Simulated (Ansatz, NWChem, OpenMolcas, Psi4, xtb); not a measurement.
## Ligand exchange: BBrF2 + ClF → BF3 + BrCl

Gas-phase species: BBrF2 `FB(F)Br`, singlet; ClF (chlorine monofluoride), singlet; BF3 (boron trifluoride) `FB(F)F`, singlet; BrCl (bromine chloride), singlet. The partners trade Br for F: B–Br and Cl–F bonds give way to B–F and Cl–Br.

Shapes, held fixed at every level: PBE0-D4/def2-TZVP; BrCl at the measured bond length. Programs: Ansatz 0.2.0, NWChem 7.3.0, OpenMolcas 26.06, Psi4 1.11, xtb 6.7.1, xtb 6.7.1 later snapshot. A level may come from different programs for different species; with the same settings they agree closely. Electronic energies: no zero-point or thermal term.

| level | kind | ΔE (kJ/mol) |
| --- | --- | --- |
| GFN2-xTB | semi-empirical | -198.7 |
| HF/STO-3G | Hartree–Fock | -212.0 |
| HF/3-21G | Hartree–Fock | -272.7 |
| HF/def2-SVP | Hartree–Fock | -273.8 |
| PBE0/def2-SVP | global hybrid | -248.4 |
| B3LYP/6-31G* (Cartesian functions) | global hybrid | -251.7 |

B3LYP/6-31G* (Cartesian functions) gives ΔE = -251.7 kJ/mol; the levels span -273.8 to -198.7. The median of the levels is -250.0. No measured value is set beside it here. Relativity is left out for Br. B3LYP/6-31G* (Cartesian functions) lies outside the range of the other correlated levels here, so it shouldn't be taken on trust. Rows in sets without polarisation functions are far from converged.
